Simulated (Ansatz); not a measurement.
Geometry optimisation, RKS r2SCAN/6-31G* in Ansatz.

Input file:

```yaml
crystal:
  periodic: [false, false, false]
  atoms:
    - { symbol: B, position_ang: [-0.7664, 0.9123, -0.1772] }
    - { symbol: "N", position_ang: [-0.3861, -0.5039, 0.0655] }
    - { symbol: C, position_ang: [-0.94268, -0.94874, 1.31066] }
    - { symbol: H, position_ang: [-1.9305, 1.0283, -0.241] }
    - { symbol: H, position_ang: [-0.369, 1.3369, -1.2444] }
    - { symbol: H, position_ang: [-0.4333, 1.678, 0.6934] }
    - { symbol: H, position_ang: [-0.76334, -1.1082, -0.68802] }
    - { symbol: H, position_ang: [0.63256, -0.58062, 0.15132] }
    - { symbol: H, position_ang: [-2.11914, -0.91245, 1.29031] }
    - { symbol: H, position_ang: [-0.60188, -0.37014, 2.17737] }
    - { symbol: H, position_ang: [-0.69243, -2.03065, 1.48895] }
basis:
  gaussian: { orbitals: "6-31G*" }
hamiltonian:
  xc: r2scan
relax:
  f_tol: 0.015
  max_steps: 40
```

Launched with:

```bash
$ ansatz run input.yaml --threads 1 --pin off --max-ram 2048MiB --backend cpu --events-out ev --progress --plain --runs-dir out
```

Q: Where does it end, and by what steps?

A: It converged. After 6 steps the energy has fallen by 0.631 eV; B1 moved furthest, 0.16 Å.

```json
{"step": "0", "energy less start (eV)": "0.0000", "largest force component (eV/Å)": "3.713", "accepted": "yes"}
{"step": "1", "energy less start (eV)": "-0.5162", "largest force component (eV/Å)": "1.980", "accepted": "yes"}
{"step": "2", "energy less start (eV)": "-0.5288", "largest force component (eV/Å)": "1.564", "accepted": "yes"}
{"step": "3", "energy less start (eV)": "-0.6109", "largest force component (eV/Å)": "0.233", "accepted": "yes"}
{"step": "4", "energy less start (eV)": "-0.6296", "largest force component (eV/Å)": "0.096", "accepted": "yes"}
{"step": "5", "energy less start (eV)": "-0.6302", "largest force component (eV/Å)": "0.110", "accepted": "yes"}
{"step": "6", "energy less start (eV)": "-0.6311", "largest force component (eV/Å)": "0.008", "accepted": "yes"}
```

```xyz
11
Properties=species:S:1:pos:R:3
B -0.820 1.053 -0.221
N -0.412 -0.507 0.093
C -0.973 -1.028 1.361
H -2.035 1.054 -0.276
H -0.284 1.307 -1.282
H -0.374 1.687 0.715
H -0.726 -1.088 -0.687
H 0.606 -0.579 0.111
H -2.060 -0.940 1.305
H -0.615 -0.389 2.170
H -0.681 -2.070 1.538
```

Time of the run: 13 s on 1 thread of Intel(R) Xeon(R) 6975P-C (Granite Rapids), with other jobs on the host, peak memory 0.22 GiB.
